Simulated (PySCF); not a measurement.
2-chloropropane, C3H7Cl.
Cartesian coordinates in Å at the GFN2-xTB level; atoms count from 1:
```
atom  x, y, z in Å
C1    -1.2776   -0.0949   -0.1753
C2     0.0933    0.5536   -0.1123
C3     1.1593   -0.3829    0.4263
Cl4    0.5631    1.0741   -1.7703
H5    -2.0116    0.5936   -0.5860
H6    -1.5914   -0.3827    0.8260
H7    -1.2479   -0.9835   -0.8013
H8     0.0565    1.4728    0.4784
H9     0.9168   -0.6594    1.4505
H10    2.1345    0.0973    0.4165
H11    1.2104   -1.2853   -0.1784
```

Method used: TDDFT CAM-B3LYP/def2-SVPD, vertical, gas phase, core orbitals frozen in the response in PySCF.

Ground-to-excited transition dipoles (e·a0, same axes as the geometry; the sign carries no meaning), for the states with f of 0.002 or more among the lowest 8:

```csv
state,E (eV),μx,μy,μz
S3,8.220,0.126,0.429,-0.158
S4,8.223,0.523,-0.090,0.142
S5,9.023,0.172,-0.018,0.046
S6,9.054,-0.064,0.319,0.408
S8,9.300,0.055,0.026,-0.215
```

Work out the oscillator strengths.

f = (2/3) ΔE |μ|² with ΔE in hartree (27.2114 eV).

```tsv
state	|μ|² (au)	|μ| (D)	f
S3	0.225	1.20	0.045
S4	0.301	1.40	0.061
S5	0.032	0.45	0.007
S6	0.272	1.33	0.060
S8	0.050	0.57	0.011
```

The point group is Cs. Which irreducible representation does each state belong to?

Polarised normal to the mirror plane, so A″: S4 and S5. Polarised in the mirror plane, so A′: S3, S6 and S8.

Which bond between heavy atoms lies closest to the direction of the S4 transition dipole?

C2–C3, at 31° from it; next C1–C2 at 37°.

What angle do the transition dipoles of S4 and S6 make?

|cos θ| = |μa·μb| / (|μa| |μb|) = 0.01, so θ ≈ 89° (taken between 0 and 90°, since the signs are arbitrary).

How is the summed strength of these states shared among x, y and z?

(2/3) Σ ΔE μα² gives 0.066 for x, 0.062 for y and 0.057 for z, 0.185 in all.

Without π bonds the low states may be Rydberg-like; a valence basis with one diffuse set may place them up to an eV too high.
